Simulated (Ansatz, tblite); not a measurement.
**[ICl2]-: charged states by level of theory**

An exercise on one series of results from a longer session: the logs are not shown, and one member is left open.

Program: Ansatz 0.2.0, Gaussian basis. Level of theory: as each input shows. These are calculated values, not measurements.

Plan: charge 0 doublet, at the geometry of the singlet (PBE0-D4/def2-TZVPD, PBE-D4/def2-TZVPD, r2SCAN-D4/def2-TZVPD, CCSD(T)/def2-TZVPPD); the starting singlet's energies come from earlier runs.

2 further runs of the same task are left out: 2 set aside as unsound or not needed.

### The geometry

The geometry is that of the singlet, from an earlier relaxation (r2SCAN-D4/def2-TZVPD).

3 atoms, charge -1, spin multiplicity 1.

Atoms are counted from 1 here; the program's logs count them from 0.

Bond lengths: I1–Cl2 2.582 Å, I1–Cl3 2.582 Å. Angles: Cl2–I1–Cl3 180.0°.

Geometry (Å):

```xyz
3
Cl2I
I     0.0001    0.0000   -0.0001
Cl   -0.0187   -0.0237    2.5816
Cl    0.0187    0.0237   -2.5815
```

I takes a core potential in the def2 sets. No spin-orbit coupling is included. The ion is computed in the gas phase, without counter-ions or solvent.

Set-up of the first run:

in.yaml

```yaml
crystal:
  periodic: [false, false, false]
  atoms:
    - {symbol: I, position_ang: [0.000056, 0.000032, -0.000121]}
    - {symbol: Cl, position_ang: [-0.018726, -0.023697, 2.581633]}
    - {symbol: Cl, position_ang: [0.018670, 0.023664, -2.581512]}
basis:
  gaussian: {orbitals: def2-SVP}
magnetization: {spin_polarized: true, initial_magnetization: 1}
hamiltonian: {xc: pbe0, dispersion: d4}
output: {orbitals: {seedname: orbitals}}
```

Command:

```
$ ansatz run in.yaml --threads 2 --pin off --events-out ev --progress --plain --max-ram 4352MiB
```

Among the steps run: Charge 0 doublet at the fixed geometry, first pass, PBE0-D4/def2-SVP; Charge 0 doublet at the fixed geometry, PBE0-D4/def2-TZVPD; Charge 0 doublet at the fixed geometry, PBE-D4/def2-TZVPD; Charge 0 doublet at the fixed geometry, r2SCAN-D4/def2-TZVPD; Charge 0 doublet at the fixed geometry, CCSD(T)/def2-TZVPPD.

One of the session's tables, all rows but one given; the rest of the session is left out.

It belongs to the step «Vertical ionisation energy». 

| method | vertical ionisation energy (eV) |
| --- | --- |
| HF/def2-TZVPPD | 4.61 |
| PBE-D4/def2-TZVPD | 4.30 |
| r2SCAN-D4/def2-TZVPD | ? |
| PBE0-D4/def2-TZVPD | 4.71 |
| MP2/def2-TZVPPD | 5.04 |
| CCSD/def2-TZVPPD | 4.96 |
| CCSD(T)/def2-TZVPPD | 4.82 |

Q: Estimate the row for r2SCAN-D4/def2-TZVPD from the others.

As computed: vertical ionisation energy (eV): 4.51. In the column «vertical ionisation energy (eV)» it lies between PBE-D4/def2-TZVPD (4.30) and HF/def2-TZVPPD (4.61).
